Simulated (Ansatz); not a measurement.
Worked example: HAl–PH, triplet against HAl–PH, singlet

Geometry (PBE0/def2-TZVP stationary point of a singlet), kept for both states (HAl–PH, singlet: A'; HAl–PH, triplet: A''):

| atom | x (Å) | y (Å) | z (Å) |
| --- | --- | --- | --- |
| Al | 0.0000 | 0.0033 | 1.1038 |
| P | 0.0000 | 0.0453 | -1.0264 |
| H | 0.0000 | -0.1169 | 2.6818 |
| H | 0.0000 | -1.3656 | -0.6878 |

Basis 6-31G; Ansatz 0.2.0. Correlated methods freeze the noble-gas cores. R marks a restricted (for open shells ROHF) determinant, U an unrestricted one.

Full CI is exact within this basis and frozen core; it isn't the basis-set limit. The frozen core follows each run's orbitals, which can shift R against U totals by a few meV.

```tsv
level	E(HAl–PH, singlet) (hartree)	E(HAl–PH, triplet) (hartree)
UMP2	-583.779421	-583.678421
UCCSD(T)	-583.805674	-583.705344
PBE	-584.569077	-584.470646
B3LYP	-584.904377	-584.805611
full CI	-583.806847	-583.706094
```

Question: Give the vertical gap, HAl–PH triplet less HAl–PH singlet, at each level in eV (1 hartree = 27.2114 eV), and each error against full CI.

Answer: full CI: (-583.706094 − (-583.806847)) × 27.2114 = 2.742 eV (the reference)
B3LYP: (-584.805611 − (-584.904377)) × 27.2114 = 2.688 eV, error -0.054 eV
PBE: (-584.470646 − (-584.569077)) × 27.2114 = 2.678 eV, error -0.064 eV
UCCSD(T): (-583.705344 − (-583.805674)) × 27.2114 = 2.730 eV, error -0.012 eV
UMP2: (-583.678421 − (-583.779421)) × 27.2114 = 2.748 eV, error 0.006 eV

Total energies of functionals can't be set beside those of wave-function methods, since they hold the core's correlation and their own absolute errors; only the differences compare.

The set has no polarisation functions, so the order and spacing of states can differ from the basis-set limit.

In so small a basis the reference is far from its limit while semilocal and hybrid functionals are nearer theirs, so the functionals' errors here hold much of the reference's basis and frozen-core error, which can add to them or hide them.

Each level lands on the state that its own search finds. T1 diagnostics of restricted CCSD: 0.030 and 0.032.
